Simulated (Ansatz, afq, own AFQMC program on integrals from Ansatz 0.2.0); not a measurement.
## AlPH, doublet: AFQMC among the cluster methods

```
atom   x (Å)   y (Å)    z (Å)
  Al  0.0000  0.0000   0.1876
   P  0.0000  0.0000  -1.9566
   H  0.0000  0.0000   1.7690
```

Connectivity, by distances: AlH–P.

Basis 6-31G. Only valence electrons are correlated. Ansatz 0.2.0 and our own AFQMC program on the same integrals; the CISD trial comes from CCSD amplitudes, and released means the phaseless constraint is let go. Error bars are statistical, one sigma.

Determinant: ROHF, the one that the program's search chose, which needn't be the lowest solution. The geometry is a PBE0/def2-TZVP stationary point of this or a neighbouring charge and spin state.

Full CI on the same integrals is exact in this basis and with this determinant's frozen core.

* T1 diagnostic: 0.0366
* weight of the determinant in the CISD state: 0.886
* size of the correlated space: 9 electrons in 18 orbitals

Reference: full CI, correlation energy -2.779 eV. The released energy is read at 2.40 1/Eh (meV from the phaseless value at times in 1/Eh: -5 ± 5 at 0.24, -6 ± 4 at 0.51, -3 ± 3 at 0.99, -9 ± 3 at 1.62, -6.5 ± 2.1 at 2.40).

```tsv
level	E − E(reference) (kcal/mol)	share of correlation (%)
HF	64.10	0.00
MP2	15.44	75.92
CCSD	3.17	95.06
CCSD(T)	0.81	98.73
CCSDT	0.09	99.86
CCSDT(Q)	0.04	99.94
CCSDTQ	0.00	100.01
ph-AFQMC/HF	0.91 ± 0.56	98.59
ph-AFQMC/CISD	0.25 ± 0.11	99.60
released AFQMC	0.10 ± 0.05	99.84
```

CCSDT and higher add their correlation energy to the determinant of the CCSD(T) run, since their own runs factorise the integrals more tightly (a shift of under 2 meV). A walk keeps the symmetry of its determinant, which the program's search chose and which needn't be the lowest solution, so a lower state of the same spin and another symmetry isn't excluded. Released energies are given only where the last usable release times agree within the noise; a slower fall can still hide under it.
